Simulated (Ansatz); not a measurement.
Computed with DFT, revPBE, plane waves (420 eV) with PAW, scalar-relativistic in Ansatz. (PAW data from PBE, frozen cores regenerated.)

An element in the bcc structure gives this curve. The cell is scaled uniformly from the relaxed one, with fractional coordinates and shape fixed. Energies are extrapolated to zero smearing, pressures are those at the given smearing. Magnetic state: spin not included.

| V (Å³/atom) | E − E₀ (meV/atom) | P (GPa) |
| --- | --- | --- |
| 113.356 | 12.1 | 0.27 |
| 118.509 | 5.1 | 0.17 |
| 123.662 | 1.3 | 0.08 |
| 128.814 | 0.0 | 0.01 |
| 133.967 | 0.9 | -0.05 |
| 139.119 | 3.6 | -0.10 |
| 144.272 | 7.9 | -0.15 |

Problem. Which element is it?
A. strontium
B. caesium
C. rubidium
D. potassium

Solution. B. Its fit is V₀ = 129.09 Å³/atom, B₀ = 1.7 GPa, B₀′ = 3.5.

This functional, with no dispersion term, lets the cell expand far past the measured one.
